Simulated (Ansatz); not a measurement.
**RPA@PBE/STO-3G run of N2H3 (hydrazinyl radical)**

What is the vertical ionisation energy of N2H3 (hydrazinyl radical) at RPA@PBE/STO-3G? 

The results are computed with Ansatz 0.2.0.

34 further runs of the same task are left out: 34 set aside as unsound or not needed.

**1. The structure to begin with**

N2H3: 5 atoms, total charge 0, spin state doublet. SMILES: `[NH]N`. Geometry: relaxed at GFN2-xTB. This is one conformer, not always the lowest.

Bond lengths: N1–N2 1.335 Å, N1–H3 1.020 Å, N2–H4 1.011 Å, N2–H5 1.017 Å. Angles: N1–N2–H4 112.8°, N1–N2–H5 121.7°, N2–N1–H3 109.8°, H4–N2–H5 116.1°.

**2. A single-point energy at RPA@PBE/STO-3G**

input.yaml reads:

```yaml
crystal:
  periodic: [false, false, false]
  atoms:
    - symbol: "N"
      position_ang: [-0.174970, -0.805480, 0.447260]
    - symbol: "N"
      position_ang: [-0.126270, 0.251970, -0.365880]
    - symbol: H
      position_ang: [0.751750, -0.989150, 0.831090]
    - symbol: H
      position_ang: [-1.043070, 0.577800, -0.638700]
    - symbol: H
      position_ang: [0.592550, 0.964850, -0.273770]
basis:
  gaussian: {orbitals: STO-3G}
magnetization: {spin_polarized: true, initial_magnetization: 1}
correlation: {method: rpa, frozen_orbitals: {H: 0, "N": 1}}
accuracy: high
hamiltonian: {xc: {name: PBE}}
```

Command:

```sh
ansatz run input.yaml --threads 1 --pin off --max-ram 2610MiB --events-out events.jsonl --progress --plain --runs-dir runs
```

Log:

```text
Warning: RAYON_NUM_THREADS=1 ignored (pool sized by the plan → 1); use --threads N
Functional definition: PBE
  name "PBE"
  parameter kappa = 0.804
  parameter beta = 0.06672455060314922
  exchange = pbe_x(kappa = kappa, mu = beta*pi^2/3)
  correlation = pbe_c(beta = beta)
209 factors; integrals over basis functions are off by at most 1.2e-8 eV
mean field evaluation 1: about -2981.6652 eV, gradient 1.1e1 eV
mean field evaluation 2: about -2981.6243 eV, gradient 1.1e1 eV
mean field evaluation 4: about -2982.5522 eV, gradient 1.7e0 eV
mean field evaluation 8: about -2982.5691 eV, gradient 1.4e-2 eV
mean field evaluation 16: about -2982.5691 eV, gradient 5.2e-7 eV
mean field -2982.56911655 eV, -109.6073933754 hartree, gradient 8.2e-8 eV, S^2 0.750870; 0 other end points of the search recorded, 0 dependent functions left out
2 core orbitals not correlated: weight in the atoms' cores, before any rotation towards them, 1.000 or more for the frozen orbitals, at most 0.000 for the correlated occupied ones
reference -2969.57267447 eV, -109.1297829382 hartree; 7, 6 occupied and 4, 5 virtual orbitals, 209 factors
Total energy: -2974.57533830 eV, -109.3136274428 hartree
```

It took 1.3 s on 1 thread of Arm Neoverse V1, shared host; peak memory 0.11 GiB.

**3. The singlet cation**

in.yaml reads:

```yaml
crystal:
  periodic: [false, false, false]
  atoms:
    - {symbol: N, position_ang: [-0.174970, -0.805480, 0.447260]}
    - {symbol: N, position_ang: [-0.126270, 0.251970, -0.365880]}
    - {symbol: H, position_ang: [0.751750, -0.989150, 0.831090]}
    - {symbol: H, position_ang: [-1.043070, 0.577800, -0.638700]}
    - {symbol: H, position_ang: [0.592550, 0.964850, -0.273770]}
basis:
  gaussian: {orbitals: STO-3G}
correlation: {method: rpa, frozen_orbitals: {H: 0, "N": 1}}
hamiltonian: {xc: {name: PBE}}
total_charge: 1
accuracy: high
```

Command:

```sh
ansatz run in.yaml --threads 1 --pin off --max-ram 2610MiB --events-out events.jsonl --progress --plain --runs-dir runs
```

Log (excerpt; [...] marks lines left out):

```text
Warning: RAYON_NUM_THREADS=1 ignored (pool sized by the plan → 1); use --threads N
[... 6 set-up lines as earlier in the session ...]
209 factors; integrals over basis functions are off by at most 1.2e-8 eV
mean field evaluation 1: about -2975.8281 eV, gradient 1.4e1 eV
mean field evaluation 2: about -2975.7742 eV, gradient 1.4e1 eV
mean field evaluation 4: about -2975.8016 eV, gradient 1.6e1 eV
mean field evaluation 8: about -2976.4570 eV, gradient 4.5e-2 eV
mean field evaluation 16: about -2976.4570 eV, gradient 4.1e-7 eV
mean field -2976.45701064 eV, -109.3827776259 hartree, gradient 5.7e-8 eV, S^2 0.000000; 0 other end points of the search recorded, 0 dependent functions left out
2 core orbitals not correlated: weight in the atoms' cores, before any rotation towards them, 1.000 or more for the frozen orbitals, at most 0.000 for the correlated occupied ones
reference -2963.11266119 eV, -108.8923818290 hartree; 6, 6 occupied and 5, 5 virtual orbitals, 209 factors
Total energy: -2969.94003158 eV, -109.1432830630 hartree
```

Wall time 0.99 s (1 thread of Arm Neoverse V1, shared host).

**4. What came out**

Level: RPA@PBE/STO-3G, 2 core orbitals frozen.

```
                                          quantity          value
                        doublet N2H3: total energy  -109.31363 Eh
    doublet N2H3: RPA correlation energy (valence)     -183.8 mEh
   doublet N2H3: ⟨S²⟩ of the reference determinant          0.751
                      singlet cation: total energy  -109.14328 Eh
  singlet cation: RPA correlation energy (valence)     -250.9 mEh
vertical ionisation energy (to the singlet cation)       4.635 eV
```

The vertical ionisation energy comes to 4.64 eV (107 kcal/mol). Only the singlet of the ionised species was computed; a triplet could lie lower. In a minimal basis such a difference can be off by several eV, whatever the method.
